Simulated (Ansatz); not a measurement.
System: C₄H₃O, charge -1, multiplicity 1. It need not be the lowest isomer of its formula. Whether it binds its extra electron was not tested at this geometry. 
Coordinates optimised at B3LYP-D3(BJ)/def2-TZVP (Ansatz, a quantum-chemistry and plane-wave program):
```xyz
8

O      0.0080     0.0313     1.1711
C      0.0159     1.2370     0.3986
C     -0.0091    -1.0594     0.3544
C      0.0024     0.7701    -0.9089
C     -0.0133    -0.6659    -0.9452
H     -0.0166    -2.0338     0.8224
H      0.0037     1.4151    -1.7789
H     -0.0260    -1.3216    -1.8063
```
Charge -1, spin multiplicity 1.

Basis-set convergence of Hartree-Fock and CCSD correlation energies (hartree) with Ansatz. Cores are frozen in the correlated levels unless marked. No spin-orbit coupling. Non-relativistic. This anion needs diffuse functions, which these sets lack.

| basis | functions | E(HF) | E(corr, CCSD) |
|---|---|---|---|
| cc-pVDZ | - | -227.98593 | -0.73676 |
| cc-pVTZ | 192 | [?] | [?] |

Question: Some entries are withheld; supply them.

Answer: 
- cc-pVTZ, E(HF): -228.05352
- cc-pVTZ, E(corr, CCSD): -0.88895
